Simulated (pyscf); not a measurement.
A first-order saddle from PySCF, ωB97X-D3(BJ)/def2-SVP:

```xyz
13

C      1.3371     1.2104     0.1462
Ga    -0.7375     0.4254    -0.0178
C     -1.3692    -1.1143    -1.0940
N     -1.8891     1.0738     1.2449
H      1.6383     0.3021     0.6767
H      1.0347     2.0924     0.7140
H      1.5446     1.2920    -0.9213
H     -0.6348    -1.9354    -1.0727
H     -1.5010    -0.8173    -2.1473
H     -2.3324    -1.4946    -0.7179
H     -1.7010     1.8628     1.8530
H     -2.8286     0.7189     1.3923
H      2.7639     1.6720     0.3878
```
Charge 0, spin multiplicity 2.

Surface: doublet, charge 0. Lowest wavenumbers (cm⁻¹): 1454i, 42, 49, 55, 85.

Q: Name the species on either side of this saddle.

A: H₃C–Ga(CH₃)–NH₂ (SMILES [CH3][Ga]([CH3])[NH2]) + H• (SMILES [H]) <-> CH₄ (SMILES C) + [H₃C–Ga–NH₂]• (SMILES [CH3][Ga][NH2]), a substitution at C read from left to right: C–Ga broken and C–H formed. At ωB97M-D3(BJ)/def2-TZVP it lies +86.6 kJ/mol from the left side and +221.3 kJ/mol from the right (each side as separated species at their lowest minima found). Abstraction by the radical was not located in this set and often lies lower. One saddle was located; it need not be the lowest between these sides. The angle at the attacked C is 174°. Elements up to Kr have no core potential and no relativistic terms here.
